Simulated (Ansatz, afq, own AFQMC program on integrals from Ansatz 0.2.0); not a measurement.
Two steps: Ansatz 0.2.0 writes the Fock matrix and Cholesky factors of the valence space, and afq projects on them the lowest state that overlaps trial and start.

```yaml
crystal:
  periodic: [false, false, false]
  atoms:
    - {symbol: Si, position_ang: [0.000000, 0.000000, 0.000000]}
    - {symbol: H, position_ang: [1.638272, 0.015835, -0.000107]}
    - {symbol: H, position_ang: [-0.832850, 1.410864, -0.003233]}
    - {symbol: H, position_ang: [-0.805423, -1.426699, 0.003340]}
basis:
  gaussian: {orbitals: cc-pVDZ}
total_charge: 1
magnetization: {spin_polarized: false}
correlation: {method: ccsd_t, electrons: outside_noble_gas, hamiltonian_folder: ham}
```

```sh
$ ansatz run in.yaml --threads 1 --pin off --events-out ev --progress --plain --max-ram 16896MiB --backend cuda --devices 0, --max-vram 18GiB
```

Options of the walk:

```
--method phaseless --trial hf --walkers 4000 --populations 20 --least-time 40 --time-step 0.005 --steps-per-block 20 --equilibration-blocks 112 --max-blocks 4000 --target-error 0.0007499999999999999 --factor-cut 1e-05 --seed 4559 --taylor-order 6
```

Times are imaginary, in 1/Eh. The walk had a cap of 49 s. With eight or more populations the least sampling time is a fifth of least-time, and the error comes from their spread.

Log:

```
orbitals 28  electrons 3 3  factors 196 of 314
reference energy -290.31906787 Eh
CCSD correlation -0.11344187 Eh in 9 cycles, weight of the determinant in the CISD state 0.9252
energy of the start -290.319068 Eh
 block  time / (1/Eh)  mean weight  energy / Eh
     1     0.100  1.0003  -290.337272
     2     0.200  1.0005  -290.352217
     3     0.300  1.0006  -290.364208
     4     0.400  1.0004  -290.374290
     5     0.500  1.0006  -290.382661
     8     0.800  1.0003  -290.400183
    13     1.300  1.0000  -290.418804
    25     2.500  1.0000  -290.430936
    37     3.700  1.0002  -290.435004
    49     4.900  1.0001  -290.437566
    61     6.100  1.0002  -290.435054
    73     7.300  1.0000  -290.433778
    81     8.100  1.0000  -290.439786
    85     8.500  1.0000  -290.436553
    97     9.700  0.9998  -290.435667
   109    10.900  0.9999  -290.435690
   121    12.100  1.0000  -290.435828
   133    13.300  1.0000  -290.436358
   145    14.500  1.0001  -290.436268
   157    15.700  1.0000  -290.435041
   169    16.900  1.0002  -290.435570
   181    18.100  1.0000  -290.436607
   189    18.900  1.0001  -290.435390
error from the spread of 20 populations
energy -290.435993 +/- 0.000564 Eh
(rows thinned)
```

The run passed its tests (sampling time, drift between the halves within three errors, error under three times the target), which doesn't prove that it has relaxed.

Against this walk (error 15.4 meV) on the same determinant: CCSD(T) 39.1 meV higher, CCSDT(Q) 19.0 meV higher (within the noise), CCSDTQ 18.4 meV higher (within the noise), full CI 18.4 meV higher (within the noise), a separate phaseless walk with a CISD trial and standard settings 21.9 ± 15.4 meV higher (within the noise). The error is statistical and leaves out the bias of the constraint.

Cautions: constraint bias not in the error.

The walk took 25 s on 1 × NVIDIA H100 80GB HBM3 with 2 threads of AMD EPYC 7R13 Processor (Zen 3), with other jobs on the host (the card was shared). The log's last line is the phaseless energy.

CCSDT and higher add their correlation energy to the determinant of the CCSD(T) run, since their own runs factorise the integrals more tightly (a shift of under 2 meV). A walk keeps the symmetry of its determinant, which the program's search chose and which needn't be the lowest solution, so a lower state of the same spin and another symmetry isn't excluded.
